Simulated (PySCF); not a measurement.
# BH⁺: everyday levels beside a composite calculation

PySCF; the state is a doublet (σ ↑). The composite is CCSD(T) extrapolated to the basis-set limit from two correlation-consistent sets, with core-valence (CV) and scalar-relativistic (SR) terms as its label shows; it has no spin–orbit coupling and nothing beyond (T). Here it is CCSD(T)/CBS(TQ)+CV+SR. It gives Re = 1.202 Å, ωe = 2539 cm⁻¹ and De = 2.16 eV to B⁺ + H.

```json
{"level": "UHF-SCS-MP2", "basis": "def2-TZVPPD", "relativity": "no relativity", "Re (Å)": "1.193", "ωe (cm⁻¹)": "2657", "De (eV)": "2.34"}
{"level": "UHF-CCSD", "basis": "3-21G", "relativity": "no relativity", "Re (Å)": "1.219", "ωe (cm⁻¹)": "2461", "De (eV)": "1.43"}
{"level": "UHF-CCSD", "basis": "jorge-DZP-DKH", "relativity": "spin-free X2C", "Re (Å)": "1.228", "ωe (cm⁻¹)": "2492", "De (eV)": "1.86"}
{"level": "r²SCAN", "basis": "3-21G", "relativity": "no relativity", "Re (Å)": "1.210", "ωe (cm⁻¹)": "2553", "De (eV)": "2.66"}
{"level": "r²SCAN", "basis": "def2-TZVPPD", "relativity": "no relativity", "Re (Å)": "1.206", "ωe (cm⁻¹)": "2536", "De (eV)": "2.86"}
{"level": "TPSSh", "basis": "STO-3G", "relativity": "no relativity", "Re (Å)": "1.238", "ωe (cm⁻¹)": "2696", "De (eV)": "3.50"}
{"level": "TPSSh", "basis": "def2-TZVPPD", "relativity": "no relativity", "Re (Å)": "1.210", "ωe (cm⁻¹)": "2505", "De (eV)": "2.85"}
{"level": "B3LYP", "basis": "jorge-DZP-DKH", "relativity": "spin-free X2C", "Re (Å)": "1.229", "ωe (cm⁻¹)": "2482", "De (eV)": "2.55"}
{"level": "B97-3", "basis": "def2-TZVPPD", "relativity": "no relativity", "Re (Å)": "1.204", "ωe (cm⁻¹)": "2564", "De (eV)": "2.57"}
{"level": "MN15", "basis": "def2-TZVPPD", "relativity": "no relativity", "Re (Å)": "1.197", "ωe (cm⁻¹)": "2633", "De (eV)": "2.33"}
```

**Question.** Give the difference of each row from the composite.

**Answer.** 

```csv
level,basis,ΔRe (pm),Δωe (%),ΔDe (eV)
UHF-SCS-MP2,def2-TZVPPD,-0.9,+4.6,+0.18
UHF-CCSD,3-21G,+1.7,-3.1,-0.73
UHF-CCSD,jorge-DZP-DKH,+2.6,-1.9,-0.30
r²SCAN,3-21G,+0.8,+0.6,+0.50
r²SCAN,def2-TZVPPD,+0.4,-0.1,+0.70
TPSSh,STO-3G,+3.6,+6.2,+1.34
TPSSh,def2-TZVPPD,+0.8,-1.3,+0.69
B3LYP,jorge-DZP-DKH,+2.7,-2.2,+0.39
B97-3,def2-TZVPPD,+0.2,+1.0,+0.41
MN15,def2-TZVPPD,-0.5,+3.7,+0.17
```

**Question.** Which rows come closest in De?

**Answer.** UHF-SCS-MP2 in def2-TZVPPD (+0.18 eV); MN15 in def2-TZVPPD (+0.17 eV), counted from the composite.

Correlated steps freeze 1 core orbital. Correlated levels converge slowly with the basis: in double zeta they bind strong bonds too weakly, by up to about 1 eV, and carry superposition errors of some tenths. For an ion De counts to the pair picked by the measured ionisation energies or electron affinities, which need not be the lowest pair at this level. 3-21G and STO-3G are very small, so such numbers show the basis as much as the molecule. The state was picked by a PBE0 search and need not be the measured ground state.
